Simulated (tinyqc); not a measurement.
Inside a calculation. Method: Hueckel theory of the pi electrons, for the molecule C=C[CH2+] (SMILES; centres numbered as the heavy atoms are written). One step of it, computed by the program tinyqc.

Task: Energy, charges, bond orders. E = sum n x; q_r = z_r - P_rr; bond order p = P_rs; free valence = sqrt(3) - sum of p over the bonds of the atom.

x values: 1.414214  0.000000  -1.414214

occupations: 2.000000  0.000000  0.000000

charge and bond-order matrix P, lower triangle:
```
          1C        2C        3C
1C  0.500000
2C  0.707107  1.000000
3C  0.500000  0.707107  0.500000
```

Centres:
```
centre  z_r, pi electrons of the neutral centre         h
1C                                            1  0.000000
2C                                            1  0.000000
3C                                            1  0.000000
```

Bonds:
```
i  j  k
1  2  1
2  3  1
```

Give: pi energy = 2 alpha + this times beta; pi charges; Bond orders and lengths from R = 1.517 - 0.180 p; free valence of the carbons; gap between the highest filled and the next level.

Result:

pi energy = 2 alpha + this times beta = 2.8284

pi charges: 1C 0.5000, 2C 0.0000, 3C 0.5000

Bond orders and lengths from R = 1.517 - 0.180 p (angstrom, C-C alone):
```
bond       p       R
1-2   0.7071  1.3897
2-3   0.7071  1.3897
```

free valence of the carbons: 1C 1.0249, 2C 0.3178, 3C 1.0249

gap between the highest filled and the next level = 1.4142 |beta|
